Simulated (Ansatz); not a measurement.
Ansatz (an electronic-structure program) input (MP2/aug-cc-pV(Q+d)Z): A basis named .json is the Basis Set Exchange file of that set (core-valence sets with the plain set on hydrogen).

Ansatz 0.2 input:
```yaml
crystal:
  periodic: [false, false, false]
  atoms:
    - {symbol: P, position_ang: [0.00293147, 0.00160888, 0.12817703]}
    - {symbol: H, position_ang: [-0.00384980, 1.18388197, -0.65609339]}
    - {symbol: H, position_ang: [1.01199153, -0.61366513, -0.65676338]}
    - {symbol: H, position_ang: [-1.05211382, -0.59435001, -0.60979871]}
basis:
  gaussian:
    orbitals: aug-cc-pV_Q+d_Z.json
magnetization: {spin_polarized: false}
correlation: {method: mp2, electrons: outside_noble_gas}
```

Output:

```
Functional definition: HF
integrals: 0.45 GiB planned
1344 factors; integrals over basis functions are off by at most 8.0e-4 eV
mean field: 0.74 GiB planned
mean field evaluation 1: about -9319.1040 eV, gradient 9.9e0 eV
mean field evaluation 2: about -9319.1039 eV, gradient 9.9e0 eV
mean field evaluation 4: about -9319.7205 eV, gradient 1.1e0 eV
mean field evaluation 8: about -9319.7295 eV, gradient 4.6e-4 eV
mean field -9319.72950134 eV, -342.4937420348 hartree, gradient 1.3e-6 eV, S^2 0.000000; 0 other end points of the search recorded, 0 dependent functions left out
5 core orbitals not correlated
reference -9319.72950134 eV, -342.4937420348 hartree; 4, 4 occupied and 218, 218 virtual orbitals, 1344 factors
second order -5.00140200 eV of doubles, -0.00000000 eV of singles
Total energy: -9324.73090334 eV, -342.6775401682 hartree
```
